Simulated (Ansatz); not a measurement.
One elementary step

Start structure (Si2H6S, singlet), relaxed at PBE0-D4/def2-TZVP:

```
9
angstrom
Si -0.4003 -0.7168 0.2356
S 1.5232 -1.6476 0.3988
H -1.2493 -1.4261 -0.7600
H -1.1135 -0.7435 1.5416
Si -0.0113 1.4872 -0.4408
H 1.0510 -2.8451 0.7857
H 0.8223 2.1923 0.5679
H -1.3122 2.1960 -0.5774
H 0.6902 1.5035 -1.7514
```

The step: Si₂H₆S ([SiH3][SiH2][SH]) → Si₂H₄ ([SiH][SiH3]) + H₂S (still joined by a long Si–S bond); bonds formed: S2–H3; bonds broken: Si1–H3; bonds weakened to dative contacts: Si1–S2. Program: Ansatz 0.2.0. Basis: def2-TZVPP and def2-QZVPP. Cores are frozen in the correlated methods. Extrapolation: Hartree–Fock as exp(−7.88 √X), correlation as X^−2.97. Energies below are by CCSD(T) at an estimated basis limit (MP2 extrapolated from triple and quadruple zeta, plus CCSD(T) − MP2 in triple zeta).

Question: What are the electronic barrier and the energy of the step, from the start structure to the end structure? (To be estimated.)

Answer: By the calculation: Barrier 2.718 eV; step energy 2.161 eV (uphill); reverse barrier, their difference, 0.556 eV. Barrier and step energy count from the start structure, the reverse barrier from the end structure.

The saddle point: One imaginary mode of 630i cm⁻¹.
| pair | start (Å) | saddle (Å) | end (Å) |
| --- | --- | --- | --- |
| S2–H3 | 3.01 | 1.54 | 1.35 |
| Si1–S2 | 2.14 | 2.52 | 2.38 |
| Si1–H3 | 1.49 | 1.73 | 2.97 |

Zero-point energy (harmonic, PBE0-D4): ZPE is 1.389 eV at the start and 1.290 eV at the saddle, so the barrier goes from 2.718 to 2.619 eV.

The T1 diagnostic stays at or below 0.017. The restricted Hartree–Fock reference is unstable towards an unrestricted one at one or more of these structures.

Losses and insertions of silylenes and their heavier kin drive the gas-phase chemistry of silicon and germanium vapour deposition.

Labels in which every atom is bracketed show which atoms are joined, not bond orders.

For scale, one of the runs: CCSD(T)/def2-TZVPP, 210 basis functions, launched by `ansatz run in.yaml --threads 2 --pin off --events-out ev --progress --plain --max-ram 4352MiB`. Time: 43 s of wall clock on 2 CPU threads of an Arm Neoverse V2; the host was shared. Peak host memory: 2.5 GiB.
